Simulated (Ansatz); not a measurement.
We consider graphite, described by HSE06 in Ansatz (PAW).

Numerical settings: plane-wave cutoff 500 eV, 12×12×4 k mesh (along the axes of the cell as run), Fermi–Dirac smearing 0.05 eV, scalar-relativistic PAW data made under PBE.

Computed at the level's own relaxed cell.

Question: Predict the volume per atom, equilibrium lattice constant a and c axis length.

Answer: 
* **volume per atom**: 10.44 Å³/atom
* **equilibrium lattice constant a**: 2.450 Å
* **c axis length**: 8.032 Å

Measured, for comparison: lattice constant a 2.461 Å (300 K, no zero-point or thermal correction, our sources range from 2.456 to 2.461; as tabulated in Wikipedia's data pages); lattice parameter c 6.67 Å (low temperature, zero-point motion not removed; as tabulated in Berland et al. (2010), arXiv:1007.3305). Computed (rounded) less measured: lattice constant a -0.4 % (-0.2 % to -0.4 % over the range), lattice parameter c +20.4 %. A static lattice is as a rule a little smaller and stiffer than an uncorrected measurement, which narrows the difference in the lattice constant a and would widen misses of the other sign.

Note: exact exchange on metals is sensitive to the k mesh and can open a false gap; the run warned that the count of filled bands differs between k points; the cell comes from a level without a dispersion term, which matters for the spacing of layers, chains or molecules.

Static lattice: no zero-point or thermal effects.

The result took around 10 core-minutes (rough).

Ansatz is a quantum-chemistry and plane-wave program.
